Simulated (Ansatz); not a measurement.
# Two structures, one formula

Two relaxed structures of Si$_{2}$H$_{3}$O (charge +1), closed shell (PBE0-D4/def2-TZVP; forces vanish, vibrations not checked).

A:

```
6
angstrom
O -0.6908 -0.6283 -0.2484
Si 0.2638 -1.7407 0.7594
Si 0.6312 0.5132 0.2474
H -1.5038 -0.6609 -0.7778
H 1.3165 0.9219 -0.9933
H -0.0169 1.5949 1.0128
```

B:

```
6
angstrom
O 0.0859 -0.9640 0.3811
Si -1.1423 -0.4980 -0.5923
Si 0.6236 0.6416 0.1991
H -2.1455 -1.5488 -0.9064
H 1.7812 0.8334 -0.6861
H 0.4207 1.5207 1.3595
```

Computed with Ansatz 0.2.0 (basis: def2-TZVPP); correlated methods freeze the cores. B3LYP uses VWN-RPA correlation.

Task: Which structure is lower at CCSD(T), and by how much? (To be estimated.)

Result: The calculation gives: B, by 1.61 kcal/mol (electronic energy, against the other). By their contacts, A is Si₂H₃O ([OH]1[Si][SiH2]1), total charge +1 and B is Si₂H₃O ([O]1[SiH][SiH2]1), total charge +1.

Task: Do the other methods give the same order? (A judgement: the text doesn't fix the answer.)

Result: The calculation gives: Not all: wB97M-V gives the other order.

| method | E(B) − E(A) (kcal/mol) |
| --- | --- |
| PBE-D4 | -0.70 |
| r2SCAN-D4 | -4.78 |
| PBE0-D4 | -0.55 |
| B3LYP-D4 | -0.34 |
| wB97M-V | 0.85 |
| HF | -1.46 |
| MP2 | -4.67 |
| CCSD | -0.74 |
| CCSD(T) | -1.61 |

No T1 diagnostic of these runs exceeds 0.018. The restricted Hartree–Fock reference is unstable towards an unrestricted one at one or more of these structures.

Labels in which every atom is bracketed show which atoms are joined, not bond orders.

For scale, one of the runs: CCSD(T)/def2-TZVPP, 157 basis functions, launched by `ansatz run in.yaml --threads 2 --pin off --events-out ev --progress --plain --max-ram 4352MiB`. The run took 15 s on 2 CPU threads of an Intel Xeon Platinum 8259CL (shared host), with 1 GiB of host memory at its peak.
